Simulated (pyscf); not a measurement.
PySCF, gas phase, ωB97X-D3(BJ)/def2-SVP geometries.

Q: Estimate the classical barrier height and the reaction energy of O=W(=O)(OH)–OH + water (H₂O) → O=W(OH)(OH)(OH)–OH at ωB97M-D3(BJ)/def2-TZVP. The step runs on the singlet surface, breaks H–O and forms H–O, O–W; take the separated reactants as zero.

A: ΔE‡ = 11.0 kcal/mol, ΔE = -10.5 kcal/mol. Zero-point energy shifts the barrier by +0.5 kcal/mol. It is an addition across a multiple bond or ene-type step, with an imaginary mode of 1379i cm⁻¹. On the reactant side the descent ends in an adduct with a O–W contact, 14.8 kcal/mol under the separated species and 24.0 kcal/mol under the saddle at ωB97X-D3(BJ)/def2-TZVP. What is counted as formed (O–W) is already present as a longer contact in the reactant adduct; forming that adduct is a step of its own. One saddle was located; it need not be the lowest between these sides. Elements past Kr carry the def2 core potentials, without spin-orbit coupling.
